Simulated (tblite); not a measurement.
C5H9N.
SMILES with atom numbers: `[NH:1]=[C:2]1[CH2:3][CH2:4][CH2:5][CH2:6]1` (hydrogens: H7 on N1; H8, H9 on C3; H10, H11 on C4; H12, H13 on C5; H14, H15 on C6)

Computed with GFN2-xTB (tblite), gas phase: Langevin dynamics at 300 K from the optimised GFN2-xTB geometry, time step 0.5 fs, friction 0.01 fs⁻¹, 2000 steps. Over the second half of the run the saved frames average 334 K.

The optimised geometry, where the run starts:
```
atom  x, y, z in Å
N1      2.043    0.566    1.104
C2      0.972    0.257    0.527
C3      0.665   -0.947   -0.337
C4     -0.850   -0.913   -0.526
C5     -1.184    0.579   -0.476
C6     -0.259    1.115    0.615
H7      2.807   -0.097    0.985
H8      1.027   -1.872    0.114
H9      1.178   -0.820   -1.295
H10    -1.339   -1.428    0.303
H11    -1.168   -1.383   -1.456
H12    -0.942    1.045   -1.433
H13    -2.236    0.763   -0.263
H14    -0.016    2.171    0.511
H15    -0.704    0.972    1.603
```

t = 175 fs, T = 287 K, E(pot) 0.442 eV above the start
```
atom  x, y, z in Å  |  force x, y, z in eV/Å
N1      1.968    0.460    0.796   -1.168  -0.256   0.222
C2      0.760    0.159    0.544    0.602   0.298  -0.054
C3      0.232   -1.039   -0.241   -0.815   1.418  -0.249
C4     -1.243   -0.665   -0.658    1.313  -1.278   1.454
C5     -1.316    0.813   -0.407   -1.549   0.546  -0.122
C6     -0.373    1.145    0.733    0.930   0.182  -0.320
H7      2.677   -0.246    0.596   -0.217  -0.017  -0.104
H8      0.405   -1.944    0.308   -0.139  -0.506  -0.142
H9      0.791   -0.942   -1.155    0.511  -0.730  -0.443
H10    -1.994   -1.177   -0.072    0.042  -0.258   0.751
H11    -1.488   -0.991   -1.637    0.225   0.073  -1.192
H12    -1.091    1.352   -1.342   -0.091   0.085   0.540
H13    -2.362    0.976   -0.072    0.472   0.667  -0.536
H14     0.047    2.156    0.660   -0.270  -0.153   0.188
H15    -0.866    1.020    1.697    0.153  -0.074   0.008
```

t = 275 fs, T = 262 K, E(pot) 0.452 eV above the start
```
atom  x, y, z in Å  |  force x, y, z in eV/Å
N1      2.006    0.192    0.442    1.299  -0.214   0.414
C2      0.804    0.055    0.160   -0.781  -0.440   0.597
C3      0.087   -1.065   -0.585    1.587   0.575  -1.417
C4     -1.372   -0.681   -0.536   -0.128  -0.459  -0.812
C5     -1.357    0.849   -0.337   -2.712  -1.361   0.294
C6     -0.262    1.064    0.629    1.461  -0.419  -0.324
H7      2.706   -0.559    0.246   -0.994   0.637  -0.191
H8      0.416   -2.078   -0.322   -0.448   0.272   0.404
H9      0.482   -0.955   -1.649   -0.479  -0.057   0.842
H10    -1.891   -1.292    0.202   -0.085   0.487   0.275
H11    -1.822   -0.891   -1.502   -0.337  -0.246  -0.112
H12    -1.303    1.309   -1.314    0.608   0.317  -0.056
H13    -2.346    1.143    0.074    0.412   0.064  -0.119
H14     0.102    2.072    0.511    0.310   0.278   0.761
H15    -0.561    0.750    1.651    0.288   0.566  -0.556
```

t = 300 fs, T = 220 K, E(pot) 0.363 eV above the start
```
atom  x, y, z in Å  |  force x, y, z in eV/Å
N1      2.064    0.121    0.439    0.230  -0.116  -0.165
C2      0.854    0.005    0.135    0.031   0.548  -0.390
C3      0.134   -0.977   -0.706   -0.260  -2.257   0.189
C4     -1.413   -0.689   -0.533    2.220   0.203   0.307
C5     -1.395    0.841   -0.312    1.510  -1.490   0.581
C6     -0.133    1.010    0.580   -0.709   0.883   0.091
H7      2.672   -0.577    0.020    0.135  -0.180   0.101
H8      0.459   -1.998   -0.342   -0.714   0.583  -0.040
H9      0.518   -1.033   -1.724   -0.340   0.623  -0.318
H10    -1.729   -1.278    0.337   -0.216   0.422  -0.183
H11    -1.972   -0.943   -1.400   -0.445  -0.402  -0.594
H12    -1.288    1.309   -1.279   -0.011   0.348  -0.020
H13    -2.228    1.164    0.239   -1.214   0.597   0.272
H14     0.317    2.011    0.488   -0.320  -0.265   0.453
H15    -0.398    0.751    1.620    0.104   0.502  -0.283
```

t = 375 fs, T = 342 K, E(pot) 0.285 eV above the start
```
atom  x, y, z in Å  |  force x, y, z in eV/Å
N1      2.092    0.010    0.697    0.581   0.303   0.063
C2      0.957   -0.024    0.192   -0.580   0.196  -0.287
C3      0.318   -0.916   -0.826   -0.424  -1.452  -0.797
C4     -1.193   -0.787   -0.507    0.864   0.266  -0.276
C5     -1.310    0.714   -0.183   -0.031  -0.080  -0.293
C6     -0.057    0.969    0.626   -0.133   0.763   1.163
H7      2.747   -0.616    0.275    0.612  -0.691  -0.051
H8      0.630   -2.004   -0.740   -0.036   1.187  -0.140
H9      0.488   -0.592   -1.882    0.171  -0.084   0.791
H10    -1.379   -1.464    0.312   -0.218   0.315   0.827
H11    -1.829   -1.176   -1.284   -0.204   0.323  -0.672
H12    -1.280    1.364   -1.065   -0.081  -0.489  -0.238
H13    -2.200    0.988    0.361   -0.350  -0.125   0.207
H14     0.383    1.980    0.584   -0.345  -0.263  -0.272
H15    -0.290    0.834    1.690    0.175  -0.169  -0.024
```

t = 400 fs, T = 233 K, E(pot) 0.416 eV above the start
```
atom  x, y, z in Å  |  force x, y, z in eV/Å
N1      2.140   -0.097    0.695   -0.286  -0.545  -0.056
C2      0.972   -0.003    0.207    1.167  -0.073   1.346
C3      0.317   -0.941   -0.753   -0.020  -0.930  -0.732
C4     -1.208   -0.749   -0.579    1.393   1.310   1.130
C5     -1.256    0.730   -0.046   -0.367  -0.387   0.164
C6     -0.031    0.934    0.837    0.332   0.176  -1.387
H7      2.690   -0.951    0.461   -0.408   0.915  -0.348
H8      0.673   -1.972   -0.465   -0.464   0.735  -0.585
H9      0.631   -0.741   -1.817   -0.166  -0.129   0.991
H10    -1.533   -1.428    0.196   -0.268  -0.080   0.289
H11    -1.780   -0.932   -1.458   -0.298   0.117  -0.621
H12    -1.241    1.466   -0.829    0.128   0.036  -0.763
H13    -2.127    0.968    0.537   -0.727  -0.271   0.186
H14     0.276    1.975    0.963    0.186  -0.036  -0.609
H15    -0.207    0.649    1.842   -0.202  -0.837   0.993
```

t = 425 fs, T = 238 K, E(pot) 0.467 eV above the start
```
atom  x, y, z in Å  |  force x, y, z in eV/Å
N1      2.205   -0.133    0.704   -1.506   0.686   0.358
C2      0.966   -0.154    0.418    0.272   1.204   0.452
C3      0.291   -0.950   -0.630   -0.480  -0.025  -0.596
C4     -1.217   -0.599   -0.574   -0.092  -1.595  -1.153
C5     -1.318    0.778    0.011   -0.875  -0.024   1.842
C6     -0.094    0.846    0.928    1.092   0.837   0.300
H7      2.792   -0.752    0.166    0.044  -0.434  -0.115
H8      0.553   -2.006   -0.540   -0.280  -0.014  -0.145
H9      0.649   -0.574   -1.599    0.213  -0.255   0.090
H10    -1.769   -1.362    0.063    0.504   0.895  -0.932
H11    -1.544   -0.606   -1.647   -0.406  -0.316   1.044
H12    -1.336    1.611   -0.669    0.225  -0.023  -0.624
H13    -2.278    0.884    0.613    1.024  -0.139  -0.559
H14     0.322    1.863    0.915    0.249  -0.137  -0.179
H15    -0.357    0.742    1.973    0.016  -0.659   0.217
```

t = 525 fs, T = 280 K, E(pot) 0.432 eV above the start
```
atom  x, y, z in Å  |  force x, y, z in eV/Å
N1      1.944    0.106    0.848    1.437  -0.528  -0.283
C2      0.783   -0.072    0.472   -2.230   0.195   0.312
C3      0.132   -0.702   -0.778    0.965  -1.054   0.477
C4     -1.313   -0.292   -0.710   -0.560  -0.221   0.295
C5     -1.302    0.979    0.130   -1.690  -0.974   0.957
C6     -0.307    0.671    1.227    0.827   1.504  -1.031
H7      2.627   -0.364    0.259    0.409  -0.025   0.084
H8      0.190   -1.813   -0.925    0.348   0.790   0.593
H9      0.708   -0.287   -1.592   -0.121   0.338  -0.609
H10    -1.910   -1.077   -0.206    0.355   0.307   0.009
H11    -1.783   -0.164   -1.668   -0.052   0.225  -0.592
H12    -0.945    1.812   -0.432   -0.253   0.639  -0.403
H13    -2.314    1.090    0.606    0.748   0.603  -0.764
H14     0.042    1.629    1.663    0.255  -0.619  -0.115
H15    -0.763    0.140    2.002   -0.439  -1.180   1.070
```

t = 550 fs, T = 268 K, E(pot) 0.490 eV above the start
```
atom  x, y, z in Å  |  force x, y, z in eV/Å
N1      1.909    0.041    0.916   -0.149  -0.526   0.009
C2      0.723    0.021    0.509   -0.719   0.197   0.525
C3      0.134   -0.614   -0.740    0.543  -0.536  -0.342
C4     -1.335   -0.243   -0.750   -1.803  -0.165  -1.046
C5     -1.435    1.006    0.144    1.957   0.174  -1.000
C6     -0.432    0.696    1.262    0.230  -0.111  -0.760
H7      2.519   -0.594    0.395    0.165   0.386  -0.065
H8      0.139   -1.703   -0.812    0.619  -0.186   0.538
H9      0.752   -0.310   -1.637   -0.860   0.206   0.767
H10    -2.055   -1.058   -0.404    1.235   0.755   0.207
H11    -1.658   -0.168   -1.825    0.118   0.728   0.836
H12    -1.004    1.869   -0.404   -0.392  -0.275   0.013
H13    -2.357    1.299    0.552   -1.375  -0.016   0.163
H14    -0.217    1.579    1.876    0.345  -0.416  -0.254
H15    -0.883   -0.073    1.877    0.086  -0.215   0.409
```

t = 650 fs
```
atom  x, y, z in Å
N1      1.746   -0.144    0.967
C2      0.618    0.212    0.467
C3      0.017   -0.274   -0.826
C4     -1.433    0.228   -0.844
C5     -1.300    1.572   -0.100
C6     -0.291    1.214    1.036
H7      2.320   -0.671    0.370
H8      0.143   -1.327   -0.740
H9      0.684    0.165   -1.572
H10    -1.972   -0.575   -0.277
H11    -1.752    0.385   -1.878
H12    -0.890    2.332   -0.759
H13    -2.221    2.002    0.306
H14     0.294    1.990    1.516
H15    -0.910    0.578    1.683
```

Question: Estimate the potential energy and the forces of this last frame.

Answer: 0.586 eV above the start.

| atom | Fx (eV/Å) | Fy (eV/Å) | Fz (eV/Å) |
| --- | --- | --- | --- |
| N1 | -2.210 | 2.003 | 0.326 |
| C2 | 2.013 | -0.421 | -0.035 |
| C3 | 0.708 | 0.543 | 0.410 |
| C4 | 0.859 | -0.225 | 0.222 |
| C5 | 0.443 | -0.117 | 0.596 |
| C6 | -1.108 | -0.449 | 0.030 |
| H7 | 0.653 | -1.270 | -0.770 |
| H8 | -0.175 | -1.004 | -0.800 |
| H9 | -0.382 | -0.240 | -0.491 |
| H10 | -0.232 | 1.117 | -0.637 |
| H11 | -0.411 | -0.326 | 0.378 |
| H12 | 0.206 | -0.037 | -0.201 |
| H13 | 0.022 | -0.382 | -0.028 |
| H14 | -0.576 | 0.150 | 0.218 |
| H15 | 0.189 | 0.659 | 0.781 |

The bond farthest from its length at the start is N1–H7 (0.982 against 1.018 Å), and half the difference of its two atoms' forces along it is +2.05 eV/Å (positive lengthens). The largest atomic force is 3.00 eV/Å.

The cost below is that of the whole dynamics run. The run took 13 s of wall time on Arm Neoverse N1, one thread (shared host), and the process peaked at 0.18 GiB of memory.
